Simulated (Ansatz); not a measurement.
# SiH₄ (singlet): wave-function methods side by side at distance Si1–H5 = 2.694 Å, cc-pVDZ

How much of the correlation energy of SiH₄ (singlet) does each wave-function method recover here?

Method: cc-pVDZ, core rule «outside noble gas», up to 5 orbitals frozen; program: Ansatz 0.2.0, Gaussian basis.

Plan: UHF; CCSD(T) on RHF; CCSD(T) on UHF; BCCD(T) on RHF; CISD; CCSDT(Q) on RHF; CCSDT(Q) on UHF; CASSCF and MRCISD+Q, 2 electrons in 2 orbitals; CASSCF and NEVPT2, 2 electrons in 2 orbitals; CASSCF and MRCISD+Q, 8 electrons in 8 orbitals; CASSCF and NEVPT4(SD), 8 electrons in 8 orbitals; CASSCF and NEVPT2, 8 electrons in 8 orbitals.

18 further runs of the same task are left out: 2 for a mislabelled method, 12 that didn't finish, 4 set aside as unsound or not needed.

### Step 1. What is computed

The geometry derives from a PBE0/def2-TZVP stationary point (not a proven minimum). One bond is set to the value named and the two fragments are kept rigid.

5 atoms, charge 0, spin multiplicity 1.

Atoms are counted from 1 here; the program's logs count them from 0.

Bond lengths: Si1–H2 1.485 Å, Si1–H3 1.485 Å, Si1–H4 1.485 Å. Angles: H2–Si1–H3 109.5°, H2–Si1–H4 109.5°, H3–Si1–H4 109.5°.

### Step 2. UHF

Input file in.yaml:

```yaml
crystal:
  periodic: [false, false, false]
  atoms:
    - {symbol: Si, position_ang: [-0.021946, 0.021982, 0.021810]}
    - {symbol: H, position_ang: [0.833904, 0.880727, 0.878641]}
    - {symbol: H, position_ang: [-0.881497, -0.832441, 0.879256]}
    - {symbol: H, position_ang: [-0.876676, 0.877517, -0.839339]}
    - {symbol: H, position_ang: [1.535774, -1.538323, -1.526284]}
basis:
  gaussian: {orbitals: cc-pVDZ}
magnetization: {spin_polarized: true, initial_magnetization: 0}
hamiltonian: {xc: hf}
output: {orbitals: {seedname: orbitals}}
```

Run with:

```
ansatz run in.yaml --threads 1 --pin off --events-out ev --progress --plain --max-ram 2393MiB
```

Further steps of the session: CCSD(T) on RHF; CCSD(T) on UHF; BCCD(T) on RHF; CISD; CCSDT(Q) on RHF; CCSDT(Q) on UHF; CASSCF and MRCISD+Q, 2 electrons in 2 orbitals; CASSCF and NEVPT2, 2 electrons in 2 orbitals; CASSCF and MRCISD+Q, 8 electrons in 8 orbitals; CASSCF and NEVPT4(SD), 8 electrons in 8 orbitals; CASSCF and NEVPT2, 8 electrons in 8 orbitals.

**Question.** What will the summary of the whole plan be? Wanted: RCCSDT(Q) below the RHF energy; RMP2 from RCCSDT(Q); UMP2 from RCCSDT(Q); RCCSD from RCCSDT(Q); RCCSD(T) from RCCSDT(Q); UCCSD(T) from RCCSDT(Q); UCCSDT(Q) from RCCSDT(Q); NEVPT2 pair from RCCSDT(Q); MRCISD+Q pair from RCCSDT(Q).

**Answer**, as computed:

| quantity | value |
| --- | --- |
| RCCSDT(Q) below the RHF energy | -4.8655 eV |
| RMP2 from RCCSDT(Q) | +139.3 kJ/mol |
| UMP2 from RCCSDT(Q) | +128.1 kJ/mol |
| RCCSD from RCCSDT(Q) | +18.8 kJ/mol |
| RCCSD(T) from RCCSDT(Q) | +3.5 kJ/mol |
| UCCSD(T) from RCCSDT(Q) | +8.3 kJ/mol |
| UCCSDT(Q) from RCCSDT(Q) | 0.0 kJ/mol |
| NEVPT2 pair from RCCSDT(Q) | +78.9 kJ/mol |
| MRCISD+Q pair from RCCSDT(Q) | -1.0 kJ/mol |
| NEVPT2 valence from RCCSDT(Q) | +70.4 kJ/mol |
| levels within 1 kcal/mol (43 meV) | RCCSD(T), BCCD(T), RCCSDT, UCCSDT, UCCSDT(Q), MRCISD+Q pair, MRCISD+Q valence |
| T1 diagnostic | 0.033 |
| effectively unpaired electrons | 0.42 |

What this shows: RCCSD(T) misses by +3.5 kJ/mol, 0.7 % of the correlation energy. CCSD(T) misses by +3.5 kJ/mol on the restricted determinant and by +8.3 kJ/mol on the unrestricted one; the two need not hold the same state or core. The occupations show some static correlation. Of the multireference levels listed MRCISD+Q valence comes nearest in total energy (+0.7 kJ/mol), which doesn't show that its space is the better one. These misses are within one basis, not against nature.
